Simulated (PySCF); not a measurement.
C₄H₆FN.
Z-matrix (Å and degrees, PBE0-D3(BJ)/def2-SVP geometry), rows numbered from 1:
```
N 
C   1  1.2599
C   2  1.5133  1  130.85
C   3  1.5373  2   87.23  1  -159.50
F   4  1.3639  3  115.91  2  -133.46
C   2  1.5215  1  137.05  3  -171.64
H   1  1.0254  2  110.26  3   176.20
H   3  1.1026  2  111.35  1    90.20
H   3  1.0987  2  117.87  1   -37.45
H   4  1.1022  3  112.98  2   100.41
H   6  1.1028  2  111.32  1   -91.19
H   6  1.1001  2  118.56  1    37.10
```

Method: core-valence-separated Tamm–Dancoff BHandHLYP/aug-pcX-1 (pcseg-1 on H) in PySCF, non-relativistic, gas phase, PBE0-D3(BJ)/def2-SVP geometry. No empirical shift is added; at this level the pattern usually sits a few eV under experiment.

**Question.** Give energies, oscillator strengths and core holes at the N K edge.

**Answer.** 
| E (eV) | f | core hole on | main final orbital |
| --- | --- | --- | --- |
| 396.25 | 0.0561 | N1 | LUMO (52 %) |
| 399.62 | 0.0196 | N1 | LUMO+1 (44 %) |
| 401.30 | 0.0065 | N1 | spread |
| 401.43 | 0.0030 | N1 | LUMO (33 %) |
| 401.64 | 0.0024 | N1 | LUMO+1 (35 %) |
| 402.12 | 0.0027 | N1 | LUMO+2 (36 %) |
| 402.30 | 0.0004 | N1 | LUMO+5 (43 %) |

The first line with a tenth or more of the strongest one's intensity is at 396.25 eV (f = 0.056), with the hole on N1 (imine nitrogen). It is also the strongest listed.

**Question.** What does the C 1s absorption edge look like?

**Answer.** 
| E (eV) | f | core hole on | main final orbital | polarisation |
| --- | --- | --- | --- | --- |
| 283.21 | 0.0701 | C2 | LUMO (60 %) | normal to the local trigonal plane |
| 285.09 | 0.0036 | C3 | LUMO (80 %) | – |
| 285.23 | 0.0049 | C6 | LUMO (82 %) | – |
| 286.00 | 0.0147 | C6 | LUMO+1 (74 %) | – |
| 286.07 | 0.0145 | C3 | LUMO+2 (32 %) | – |
| 286.58 | 0.0164 | C6 | LUMO+2 (41 %) | – |
| 286.70 | 0.0129 | C3 | spread | – |
| 286.88 | 0.0279 | C3 | spread | – |
| 286.92 | 0.0244 | C6 | LUMO+4 (35 %) | – |
| 287.13 | 0.0409 | C4 | LUMO (59 %) | – |
| 287.20 | 0.0025 | C3 | LUMO+1 (50 %) | – |
| 287.50 | 0.0030 | C6 | LUMO+3 (42 %) | – |
| 287.69 | 0.0047 | C3 | LUMO+6 (34 %) | – |
| 287.78 | 0.0033 | C2 | LUMO+1 (67 %) | in the local trigonal plane |
| 287.97 | 0.0138 | C3 | spread | – |
| 288.00 | 0.0025 | C6 | spread | – |
| 288.13 | 0.0076 | C3 | spread | – |
| 288.15 | 0.0223 | C6 | spread | – |

The first line with a tenth or more of the strongest one's intensity is at 283.21 eV (f = 0.070), with the hole on C2 (imine carbon), polarised normal to the local trigonal plane: a 1s→π* resonance. It is also the strongest listed.

**Question.** What does the F 1s absorption edge look like?

**Answer.** 
```csv
E (eV),f,core hole on,main final orbital
685.53,0.0254,F5,LUMO (44 %)
686.52,0.0034,F5,LUMO+2 (52 %)
687.20,0.0024,F5,LUMO (39 %)
687.29,0.0035,F5,LUMO+1 (30 %)
687.49,0.0030,F5,LUMO+3 (51 %)
688.15,0.0052,F5,LUMO+4 (36 %)
688.41,0.0018,F5,LUMO+6 (35 %)
```

The first line with a tenth or more of the strongest one's intensity is at 685.53 eV (f = 0.025), with the hole on F5 (alkyl fluorine). It is also the strongest listed.

Roots within 0.03 eV whose holes lie on the same, on equivalent or on shared atoms are summed into one line, and the highest roots are left out, as the search may have cut off their partners. Final orbitals are the ground state's empty Kohn–Sham orbitals. A dash: too weak, shared between unlike atoms, or no plane or axis to refer to.

**Question.** What is the summed oscillator strength of the listed N K lines, and their intensity-weighted mean energy?

**Answer.** Σf = 0.091 over 7 lines from 396.25 to 402.30 eV; the weighted mean is 397.86 eV. The strongest line holds 62 % of the sum.

The list ends where the root search ended, not at a threshold.

One conformer stands for the species.
